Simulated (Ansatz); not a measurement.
A run of Ansatz (development build ahead of 0.2.0) on singlet CH4O at this shape:

```xyz
6

C     0.0003   -0.0363   -0.6415
O     0.0069   -0.0586    0.7461
H    -0.0024   -1.0748   -1.0185
H    -0.9048    0.4657   -1.0765
H     0.8935    0.4751   -1.0717
H     0.0059    0.8405    1.0793
```

Its results:

```json
{
  "Converged": "yes",
  "Reference energy": "-113.54440 hartree",
  "Correlation energy": "-0.08760 hartree",
  "Total energy": "-113.63200 hartree",
  "Spin squared of the determinant": "0.000"
}
```

Problem. Which input gives this output? Name the method, the orbitals and the basis set, and write the input.

Solution. RHF-MP2 in STO-3G. An unrestricted run that stays on the closed shell gives the same numbers.

```yaml
crystal:
  periodic: [false, false, false]
  atoms:
    - { symbol: C, position_ang: [0.00025, -0.03633, -0.64148] }
    - { symbol: O, position_ang: [0.00689, -0.05861, 0.74614] }
    - { symbol: H, position_ang: [-0.00239, -1.07478, -1.01849] }
    - { symbol: H, position_ang: [-0.9048, 0.46572, -1.07653] }
    - { symbol: H, position_ang: [0.89354, 0.4751, -1.07175] }
    - { symbol: H, position_ang: [0.0059, 0.84048, 1.0793] }
basis:
  gaussian: { orbitals: STO-3G }
hamiltonian:
  xc: hf
correlation:
  method: mp2
  frozen_orbitals: { C: 1, H: 0, O: 1 }
```
